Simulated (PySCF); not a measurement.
3-chloro-2-methylpropene, C₄H₇Cl.
Bonds: C1–C2 (double), C2–C3, C2–C4, C4–Cl5. Hydrogens: H6, H7 on C1; H8, H9, H10 on C3; H11, H12 on C4.

Computed, not measured: PBE0-D3(BJ)/def2-TZVP geometry optimisation, gas phase (PySCF).

List the bond lengths, angles and torsions at this level.

```csv
bond,length (Å),order
C1=C2,1.329,double
C2–C3,1.493,single
C2–C4,1.492,single
C4–Cl5,1.797,single
C1–H6,1.084,single
C1–H7,1.084,single
"C3–H8, C3–H9, C3–H10",1.093,single
"C4–H11, C4–H12",1.089,single
```

Bonds in one row agree within 0.01 Å and their mean is given. Orders are formal, as drawn. A selection of angles:
```csv
angle,degrees
C2–C1–H6,121.4
C2–C1–H7,121.5
H6–C1–H7,117.1
C1–C2–C3,123.3
C1–C2–C4,119.8
C3–C2–C4,116.8
C2–C3–H8,110.6
H8–C3–H9,108.7
H8–C3–H10,106.8
C2–C4–Cl5,112.0
C2–C4–H11,111.6
Cl5–C4–H11,106.5
Cl5–C4–H12,105.5
H11–C4–H12,109.5
```

Dihedral angles: C1–C2–C4–Cl5 -118° (anticlinal). The mirror-image conformer, all signs reversed, is as good.

Of the pairs four or more bonds apart, H7···H11 is among the closest relative to their van der Waals radii: 2.31 Å, 96 % of the sum of Bondi's values. The C–C distances run from 1.329 Å (C1=C2, drawn double) to 1.493 Å (C2–C3, drawn single), a spread of 0.164 Å.

Point group: C1 (no symmetry element, even within 0.4 Å). No frequency check. One conformer, not necessarily the lowest.

The run took 38 s wall on an Arm Neoverse V2 with one thread, on a shared host, and the process peaked at 0.84 GiB of memory. That covers the optimisation of the geometry.
